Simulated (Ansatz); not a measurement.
# Structure relaxation of CO

Computed with DFT r2SCAN, scalar-relativistic, plane waves, PAW (Ansatz 0.2.0). Cutoff 500 eV, Γ-centred k mesh, Gaussian smearing, no spin polarisation in the final step.

A relaxed cell is given with its space group left out.

```yaml
crystal:
  lattice:
    - [5.66880, 0.00000, 0.00000]
    - [0.00000, 5.66880, 0.00000]
    - [0.00000, 0.00000, 5.66880]
  atoms:
    - { symbol: C, position: [0.96619, 0.96619, 0.96619] }
    - { symbol: C, position: [0.53381, 0.03381, 0.46619] }
    - { symbol: C, position: [0.46619, 0.53381, 0.03381] }
    - { symbol: C, position: [0.03381, 0.46619, 0.53381] }
    - { symbol: O, position: [0.08091, 0.08091, 0.08091] }
    - { symbol: O, position: [0.41909, 0.91909, 0.58091] }
    - { symbol: O, position: [0.58091, 0.41909, 0.91909] }
    - { symbol: O, position: [0.91909, 0.58091, 0.41909] }
```

Formation energies are uncorrected and refer to the elements' standard structures at the same level (O₂ as a molecule).

Question: What space group does it have?

Answer: P2_13 (No. 198). Conventional cell: a = 5.669 Å. C is coordinated by 1 O at 1.13 Å; O has 1 C at 1.13 Å.

Question: What is its formation energy per atom?

Answer: -0.361 eV/atom.

Question: Is it a metal?

Answer: No, the gap on the 4×4×4 mesh is 6.75 eV.

The final run used a 4×4×4 mesh on its 8-atom cell and 0.02 eV smearing. Weakly bound directions are ill-defined at this level, which has no dispersion term.

Cost: 3 runs of about 0.95 core-minutes in all, on Intel Xeon 6975P-C (Granite Rapids) (shared hosts).